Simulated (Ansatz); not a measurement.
Relaxation of AlClH₂O (5 atoms, charge 0, multiplicity 1), to a largest force component of 0.02 eV/Å in at most 40 steps.

All numbers below come from Ansatz 0.2.0, RKS PBE0-D4/def2-SVP.

```xyz
5
Properties=species:S:1:pos:R:3:forces:R:3
Al 0.000 0.000 0.000 1.41 0.12 0.85
Cl 0.000 0.000 2.230 0.02 0.00 -1.75
O 1.542 0.000 -0.890 -0.91 -2.17 0.65
H 1.841 -0.952 -1.045 -0.35 2.02 0.21
H -1.351 0.000 -0.780 -0.18 0.03 0.03
```

Problem. Where does it end, and by what steps?

Solution. It converged. After 9 steps the energy has fallen by 0.477 eV; H4 moved furthest, 0.54 Å.

```json
{"step": "0", "energy less start (eV)": "0.0000", "largest force component (eV/Å)": "2.174", "accepted": "yes"}
{"step": "1", "energy less start (eV)": "-0.2272", "largest force component (eV/Å)": "0.981", "accepted": "yes"}
{"step": "2", "energy less start (eV)": "-0.2863", "largest force component (eV/Å)": "0.711", "accepted": "yes"}
{"step": "3", "energy less start (eV)": "-0.3789", "largest force component (eV/Å)": "0.685", "accepted": "yes"}
{"step": "4", "energy less start (eV)": "-0.2689", "largest force component (eV/Å)": "3.145", "accepted": "no"}
{"step": "5", "energy less start (eV)": "-0.4327", "largest force component (eV/Å)": "0.293", "accepted": "yes"}
{"step": "6", "energy less start (eV)": "-0.4654", "largest force component (eV/Å)": "0.235", "accepted": "yes"}
{"step": "7", "energy less start (eV)": "-0.4756", "largest force component (eV/Å)": "0.084", "accepted": "yes"}
{"step": "8", "energy less start (eV)": "-0.4767", "largest force component (eV/Å)": "0.042", "accepted": "yes"}
{"step": "9", "energy less start (eV)": "-0.4770", "largest force component (eV/Å)": "0.002", "accepted": "yes"}
```

```xyz
5
Properties=species:S:1:pos:R:3
Al -0.072 -0.075 -0.042
Cl 0.130 -0.082 2.052
O 1.263 -0.414 -1.022
H 2.157 -0.623 -0.748
H -1.446 0.241 -0.726
```

Whether the end is a true minimum wasn't checked by a vibrational analysis.

Run time: 14 s on 1 thread of Arm Neoverse V2, on a shared host, peak memory 0.12 GiB.
